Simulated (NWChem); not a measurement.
# AlNH2Cl (SMILES [NH2][Al][Cl]): levels of theory compared

Aim: a comparison of 4 runs (UHF/STO-3G, UHF/def2-SVP, UTPSSh/pcseg-1, UCCSD/6-31G) of AlNH2Cl. 

The results are computed with NWChem 7.3.0.

## 1. Starting point

The species is AlNH2Cl (5 atoms), meant as a doublet with charge 0. SMILES: `[NH2][Al][Cl]`. The shape is that of a PBE0-D4/def2-TZVP optimisation. This is one conformer, not always the lowest.

Bond lengths: N1–Al2 1.765 Å, Al2–Cl3 2.116 Å, N1–H4 1.007 Å, N1–H5 1.009 Å. Angles: N1–Al2–Cl3 116.7°, Al2–N1–H4 124.9°, Al2–N1–H5 124.1°, H4–N1–H5 111.0°.

## 2. Energy and forces at UHF/STO-3G (run 1)

Input file calc.xyz:

```xyz
5
AlClH2N
N     -0.549400     0.461700    -0.232000
Al     0.402600    -0.291600     1.049100
Cl     1.907000    -1.649700     0.440800
H     -1.293600     1.123300    -0.083500
H     -0.416600     0.282700    -1.215900
```

Input file calc.nw:

```
start calc
title "AlClH2N"
memory stack 880 mb heap 220 mb global 1100 mb

geometry noautosym nocenter noautoz
  load calc.xyz
end

basis spherical bse
  N library STO-3G
  Al library STO-3G
  Cl library STO-3G
  H library STO-3G
end

scf
  doublet
  uhf
  thresh 1e-08
  maxiter 80
end

task scf gradient
```

On the command line:

```console
$ nwchem calc.nw > calc.out
```

What it wrote:

```text
[...]
  functions       =    25
[...]
  wavefunction    = UHF
[...]
         Total SCF energy =   -748.569287283287
      One electron energy =  -1280.255119413106
      Two electron energy =    412.161654138015
 Nuclear repulsion energy =    119.524177991804
                       Sz =      0.5000
                 Sz(Sz+1) =      0.7500
                      S^2 =      0.7528
[...]
                         UHF ENERGY GRADIENTS
    atom               coordinates                        gradient
                 x          y          z           x          y          z
   1 N      -1.038215   0.872486  -0.438416   -0.028051   0.023071  -0.023912
   2 Al      0.760804  -0.551044   1.982512    0.015775  -0.013279   0.008662
   3 Cl      3.603707  -3.117481   0.832991    0.002774  -0.002128   0.004831
   4 H      -2.444550   2.122729  -0.157792    0.007389  -0.006449   0.000460
   5 H      -0.787260   0.534226  -2.297718    0.002113  -0.001216   0.009959
[...]
```

Run time: 2.3 s. Hardware: 1 thread of Intel Xeon Platinum 8259CL at 2.50GHz (Skylake/Cascade Lake), shared host; peak memory 0.099 GiB.

## 3. Energy and forces at UHF/def2-SVP (run 2)

Input file work.xyz:

```xyz
5

N     -0.549400     0.461700    -0.232000
Al     0.402600    -0.291600     1.049100
Cl     1.907000    -1.649700     0.440800
H     -1.293600     1.123300    -0.083500
H     -0.416600     0.282700    -1.215900
```

Input file work.nw:

```
start work
memory total 2200 mb
charge 0

geometry units angstroms noautosym nocenter noautoz
 load work.xyz
end

basis spherical bse
 * library def2-SVP
end

scf
 nopen 1
 uhf
 thresh 1e-08
 maxiter 80
end

task scf gradient
```

On the command line:

```console
$ nwchem work.nw > work.out
```

What it wrote:

```text
[...]
  functions       =    60
[...]
  wavefunction    = UHF
[...]
         Total SCF energy =   -756.849714092071
      One electron energy =  -1286.214293419633
      Two electron energy =    409.840401335758
 Nuclear repulsion energy =    119.524177991804
                       Sz =      0.5000
                 Sz(Sz+1) =      0.7500
                      S^2 =      0.7528
[...]
                         UHF ENERGY GRADIENTS
    atom               coordinates                        gradient
                 x          y          z           x          y          z
   1 N      -1.038215   0.872486  -0.438416    0.001533  -0.001155   0.002866
   2 Al      0.760804  -0.551044   1.982512    0.002504  -0.002271  -0.001225
   3 Cl      3.603707  -3.117481   0.832991   -0.002429   0.002196   0.001069
   4 H      -2.444550   2.122729  -0.157792   -0.003448   0.003150   0.002110
   5 H      -0.787260   0.534226  -2.297718    0.001840  -0.001919  -0.004820
[...]
```

Run time: 9 s. Hardware: 1 thread of Intel Xeon Platinum 8259CL at 2.50GHz (Skylake/Cascade Lake), shared host; peak memory 0.1 GiB.

Run 3 isn't shown in full; the table further down has it.

## 4. The energy at UCCSD/6-31G (run 4)

Input file a.xyz:

```xyz
5
AlClH2N
N     -0.549400     0.461700    -0.232000
Al     0.402600    -0.291600     1.049100
Cl     1.907000    -1.649700     0.440800
H     -1.293600     1.123300    -0.083500
H     -0.416600     0.282700    -1.215900
```

Input file run.py:

```python
from ase.io import read
from ase.calculators.nwchem import NWChem

atoms = read('a.xyz')

calc = NWChem(
    label='a',
    theory='tce',
    memory='2200 mb',
    basis='6-31G',
    basispar='spherical bse',
    scf={'nopen': '1', 'uhf': None, 'thresh': '1e-08', 'maxiter': '80'},
    tce={'scf': None, 'ccsd': None, 'freeze': 'core 11', 'maxiter': '60'},
    task='energy',
)
atoms.calc = calc

print("Total energy (eV):", round(atoms.get_potential_energy(), 6))
```

On the command line:

```console
$ export ASE_NWCHEM_COMMAND="nwchem PREFIX.nwi > PREFIX.nwo"
$ python run.py
```

What it wrote:

```text
Total energy (eV): -20604.889935
```

The calculator wrote a.nwi:

```
title "a"

permanent_dir a

scratch_dir a

start a

geometry units angstrom nocenter noautosym noautoz
  N  -5.4940000000000000e-01 4.6170000000000000e-01 -2.3200000000000001e-01
  Al 4.0260000000000001e-01 -2.9160000000000003e-01 1.0490999999999999e+00
  Cl 1.9070000000000000e+00 -1.6496999999999999e+00 4.4080000000000003e-01
  H  -1.2936000000000001e+00 1.1233000000000000e+00 -8.3500000000000005e-02
  H  -4.1660000000000003e-01 2.8270000000000001e-01 -1.2159000000000000e+00
end

memory 2200 mb

basis spherical bse noprint
   * library 6-31G
end

scf
  nopen 1
  uhf
  thresh 1e-08
  maxiter 80
end
tce
  scf
  ccsd
  freeze core 11
  maxiter 60
end

task tce energy
```

a.nwo:

```text
Northwest Computational Chemistry Package (NWChem) 7.3.0
             --------------------------------------------------------

           Job information
           ---------------

    nwchem branch   = 7.3.0
    use scalapack   = T
    input           = a.nwi
    prefix          = a.
    data base       = a/a.db
    status          = startup
    nproc           =        1

           Memory information
           ------------------

[... 5 lines left out ...]
    hardfail = no
[... 126 lines left out ...]
         Quadratically convergent UHF
[... 17 lines left out ...]
         Total SCF energy =   -757.024239585813
[... 2 lines left out ...]
 Nuclear repulsion energy =    119.524177991804
[... 77 lines left out ...]
                    UHF Final Alpha Molecular Orbital Analysis
[... 548 lines left out ...]
 CCSD total energy / hartree       =      -757.215744765811564
[... 1 line left out ...]
 Singles contributions

 Doubles contributions

 Task  times  cpu:        9.7s     wall:        9.7s
 Total times  cpu:        9.7s     wall:        9.7s
```

It took 11 s on 1 thread of Intel Xeon Platinum 8259CL at 2.50GHz (Skylake/Cascade Lake), shared host; peak memory 0.13 GiB.

## 5. All runs side by side

```csv
run,level,iteration cap,module,energy (Eh),dipole moment (D),HOMO energy (eV),LUMO energy (eV),wall time
1,UHF/STO-3G,80,scf,-748.569287,4.33,-6.03,6.02,2.3 s
2,UHF/def2-SVP,80,scf,-756.849714,2.55,-8.68,0.83,9 s
3,UTPSSh/pcseg-1,100,dft,-758.637937,2.68,-5.71,-3.54,47 s
4,UCCSD/6-31G,80,tce,-757.215745,–,-8.99,0.38,11 s
```

## 6. What came out

| quantity | value |
| --- | --- |
| run 4: total energy | -757.21574 Eh |
| run 4: HOMO energy (Hartree–Fock orbitals) (highest over α and β) | -8.99 eV |
| run 4: LUMO energy (Hartree–Fock orbitals) (lowest over α and β) | 0.38 eV |
| run 4: correlation energy (11 core orbitals frozen) | -191.5 mEh |
| run 4: ⟨S²⟩ of the reference determinant | 0.753 |

Over runs 1, 2, 3 the dipole moment (its size) runs from 2.55 D (UHF/def2-SVP) to 4.33 D (UHF/STO-3G). In run 1 the basis is minimal, so the values are rough. All runs together took 69 s, the longest 47 s.
